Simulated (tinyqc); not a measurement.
Inside a calculation. Method: UKS/B3LYP (VWN-RPA form) in the sto-3g basis, for BH2, spin multiplicity 2. This run ends on a higher stationary point, not on the lowest solution. Computed by tinyqc, a small Python program that keeps every step (integrals from PySCF). Settings: charge = 0, multiplicity = 2, basis = sto-3g, energy threshold = 1e-09, iteration cap = 86, orthogonalisation = symmetric, start = Wolfsberg-Helmholz matrix, DIIS depth = 0, method = UKS, functional = b3lyp, grid = [40, 26]. Command: `OMP_NUM_THREADS=1 python tinyqc.py 23513 23514 out.jsonl` (the two numbers bound the seeds that draw the settings). One thread of a shared host (Intel(R) Xeon(R) Processor @ 2.60GHz), about 5 s of CPU time with the checks.

Geometry (angstrom):
```
atom         x          y         z
B     0.000000   0.000000  0.000000
H     0.000000   1.382000  0.454000
H     0.000000  -1.382000  0.454000
```

Stop when the energy changes by less than 1e-09 hartree and every element of the error matrix X^T (F D S - S D F) X (for each spin) is below 9e-06.

Course of the cycle:
```
iteration   E (hartree)     change  largest element of the error matrix
1          -25.31948629          -                             1.64e-01
2          -25.44355474  -1.24e-01                             8.51e-02
3          -25.46353219  -2.00e-02                             6.39e-02
4          -25.47550502  -1.20e-02                             4.45e-02
5          -25.48179046  -6.29e-03                             3.55e-02
6          -25.48568295  -3.89e-03                             2.61e-02
7          -25.48782625  -2.14e-03                             2.03e-02
8          -25.48912314  -1.30e-03                             1.53e-02
9          -25.48985517  -7.32e-04                             1.18e-02
10         -25.49029151  -4.36e-04                             8.92e-03
11         -25.49054121  -2.50e-04                             6.84e-03
12         -25.49068868  -1.47e-04                             5.21e-03
13         -25.49077373  -8.50e-05                             3.99e-03
14         -25.49082368  -5.00e-05                             3.04e-03
...                 ...        ...                                  ...
23         -25.49089264  -3.86e-07                             2.68e-04
24         -25.49089286  -2.25e-07                             2.04e-04
25         -25.49089299  -1.31e-07                             1.56e-04
26         -25.49089307  -7.65e-08                             1.19e-04
27         -25.49089311  -4.45e-08                             9.09e-05
28         -25.49089314  -2.60e-08                             6.94e-05
29         -25.49089315  -1.51e-08                             5.30e-05
30         -25.49089316  -8.82e-09                             4.04e-05
31         -25.49089317  -5.14e-09                             3.09e-05
32         -25.49089317  -3.00e-09                             2.36e-05
33         -25.49089317  -1.75e-09                             1.80e-05
34         -25.49089318  -1.02e-09                             1.37e-05
35         -25.49089318  -5.93e-10                             1.05e-05
36         -25.49089318  -3.46e-10                             8.01e-06
```

Can the last value be used, and what does the course show?

No, though the log alone does not show it. Converged in 36 iterations. But the solution lies 0.03590 hartree above the reference: it is another stationary point, not the lowest one. Reruns (cap 100 unless said): DIIS 8: converged in 8 to a higher stationary point; damping 0.5: converged in 29 to a higher stationary point; level shift 0.5: converged in 26 to a higher stationary point; atomic densities as start, DIIS 8: converged in 8. PySCF UKS in the same basis, fine grid, after a stability check = -25.52679001 hartree, which differs from a converged run on this coarse grid by the grid error.
